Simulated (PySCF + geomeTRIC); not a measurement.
Species: C3H7, SMILES `C[CH]C` (charge 0, multiplicity 2).

### Question
Give a relaxed geometry from PBE0-D4/def2-TZVP run with PySCF + geomeTRIC.

### Answer
the end point of this relaxation (outside a Z-matrix the atoms follow the SMILES, hydrogens last).
Z-matrix (Å, degrees):
```
C
H 1 1.0841
C 1 1.4809 2 118.99
H 3 1.0916 1 112.16 2 24.23
H 3 1.0963 4 108.12 1 -123.24
H 3 1.1020 4 107.00 5 -113.72
C 1 1.4809 2 119.00 3 -167.06
H 7 1.0916 1 112.16 2 -23.77
H 7 1.0964 8 108.11 1 123.24
H 7 1.1020 8 107.02 9 113.71
```
